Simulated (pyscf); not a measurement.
`[OH][SiH2][PH][OH]` -> `[OH][PH][OH]` + `[SiH2]` [singlet], a 1,1-elimination (singlet surface; O–Si, P–Si broken, O–P formed). Optimised with ωB97X-D3(BJ)/def2-SVP in PySCF. MP2 and CC: frozen core, UHF for open shells. ΔMP2 is the change of the MP2 total energy from the triple- to the quadruple-zeta basis. Energies in kcal/mol from the reactant's lowest minimum found.

Small-basis levels: PySCF, no dispersion term, spherical d functions. 

Q: In single points HF/3-21G puts the saddle at 63.2 kcal/mol and the reaction energy at +60.1 kcal/mol. Should these be trusted to within a few kcal/mol? Compare with CCSD(T)/def2-TZVPP + ΔMP2(QZVPP).

A: CCSD(T)/def2-TZVPP + ΔMP2(QZVPP) gives ΔE‡ = 70.5 kcal/mol and ΔE = +67.8 kcal/mol. HF/3-21G lies 7.3 kcal/mol under it in the barrier and 7.7 kcal/mol under it in the reaction energy, so on this step it does not hold to within 3.0 kcal/mol. CCSD(T)/def2-TZVPP + ΔMP2(QZVPP) has limits of its own. On the product side the descent ends in an adduct with a O–Si contact, 24.3 kcal/mol under the separated species and 21.7 kcal/mol under the saddle at ωB97X-D3(BJ)/def2-TZVP. What is counted as broken (O–Si) persists as a longer contact in the product adduct; parting that adduct is a step of its own. HO–SiH₂–PH–OH lies 28.3 kcal/mol over its isomer HO–SiH₂–O–PH₂ (electronic energy, ωB97M-D3(BJ)). This is the saddle that the search found; another between the same sides may lie lower. The CCSD(T) − MP2 part came from Ansatz, without density fitting, on the same reference.
